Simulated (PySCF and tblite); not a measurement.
C4H7NO, numbered as in [CH3:1][O:2][CH2:3][CH2:4][C:5]#[N:6]. Free energies: PBE0-D3(BJ)/def2-TZVP on PBE0-D3(BJ)/def2-SVP structures plus GFN2-xTB thermal terms, symmetry and mirror images included. Conformers within 4 kcal/mol (GFN2-xTB free energy) were kept, 7 at most. GIAO shieldings: PBE0/pcSseg-1. Shifts are against TMS (¹H), TMS (¹³C), NH3 (¹⁵N) at the same level. Programs: PySCF with density fitting and tblite.

Torsions listed: C1–O2–C3–C4, O2–C3–C4–C5. Of a mirror pair one member is shown.

```json
{"conformer": "1", "shape": "179°, 180°", "point group": "Cs", "mirror pair": "no", "ΔE(DFT)": "0.00", "Δ(G−E) at 298.15 K": "0.00", "δ C5 (ppm)": "121.5"}
{"conformer": "2", "shape": "-174°, 64°", "point group": "C1", "mirror pair": "yes", "ΔE(DFT)": "0.53", "Δ(G−E) at 298.15 K": "0.05", "δ C5 (ppm)": "123.3"}
{"conformer": "3", "shape": "80°, 178°", "point group": "C1", "mirror pair": "yes", "ΔE(DFT)": "1.20", "Δ(G−E) at 298.15 K": "0.20", "δ C5 (ppm)": "121.6"}
{"conformer": "4", "shape": "80°, -76°", "point group": "C1", "mirror pair": "yes", "ΔE(DFT)": "1.47", "Δ(G−E) at 298.15 K": "0.39", "δ C5 (ppm)": "125.9"}
{"conformer": "5", "shape": "68°, 54°", "point group": "C1", "mirror pair": "yes", "ΔE(DFT)": "1.75", "Δ(G−E) at 298.15 K": "0.24", "δ C5 (ppm)": "122.0"}
```

Energies in kcal/mol; the thermal term leaves out symmetry numbers and mirror images.

Q: Work out the weights at 298.15 K and the ¹³C shift of C5 under fast exchange.

A: RT = 0.592 kcal/mol. Each conformer gets RT ln(σ/g), with σ the rotational symmetry number and g = 2 for a mirror pair: 1: σ = 1, g = 1, G = 0.00 + 0.00 + 0.00 = 0.00, 0.00 above the lowest, exp(−ΔG/RT) = 1.000; 2: σ = 1, g = 2, G = 0.53 + 0.05 − 0.41 = 0.17, 0.17 above the lowest, exp(−ΔG/RT) = 0.748; 3: σ = 1, g = 2, G = 1.20 + 0.20 − 0.41 = 0.99, 0.99 above the lowest, exp(−ΔG/RT) = 0.189; 4: σ = 1, g = 2, G = 1.47 + 0.39 − 0.41 = 1.44, 1.44 above the lowest, exp(−ΔG/RT) = 0.088; 5: σ = 1, g = 2, G = 1.75 + 0.24 − 0.41 = 1.58, 1.58 above the lowest, exp(−ΔG/RT) = 0.070. The sum is 2.095, so the weights are 47.7, 35.7, 9.0, 4.2, 3.3 %. The averaged shift is 122.4 ppm. At 298.15 K the leading conformer alone gives 121.5 ppm and bare DFT energies give 122.2 ppm.


¹⁵N shifts are against a computed isolated NH3 molecule, about 20 ppm from the liquid.